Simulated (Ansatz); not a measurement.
**How the Voigt–Reuss–Hill shear modulus of 3C-SiC moves with the method**

No measured value is used here.

```json
[
 {"level (code)": "LDA (Ansatz)", "value (GPa)": "194", "cell (Å³/atom)": "10.14"},
 {"level (code)": "PBE (Ansatz)", "value (GPa)": "186", "cell (Å³/atom)": "10.50"},
 {"level (code)": "RPBE (Ansatz)", "value (GPa)": "183", "cell (Å³/atom)": "10.66"},
 {"level (code)": "PBE-D3(BJ) (Ansatz)", "value (GPa)": "191", "cell (Å³/atom)": "10.28"},
 {"level (code)": "r²SCAN (Ansatz)", "value (GPa)": "203", "cell (Å³/atom)": "10.33"},
 {"level (code)": "LC-ωPBE (Ansatz)", "value (GPa)": "213", "cell (Å³/atom)": "10.10"},
 {"level (code)": "PBE0 (Ansatz)", "value (GPa)": "202", "cell (Å³/atom)": "10.27"},
 {"level (code)": "r²SCANh (Ansatz)", "value (GPa)": "207", "cell (Å³/atom)": "10.28"},
 {"level (code)": "Hartree–Fock (Ansatz)", "value (GPa)": "235", "cell (Å³/atom)": "10.41"}
]
```

PBE-D3(BJ): the dispersion coefficients are held fixed in the derivatives. Each level is taken at its own relaxed cell. Cutoffs and k meshes differ between the levels. Ansatz's density-functional and Hartree–Fock values are scalar-relativistic unless marked +SOC, with PAW data made under PBE.

Ansatz is an electronic-structure program.
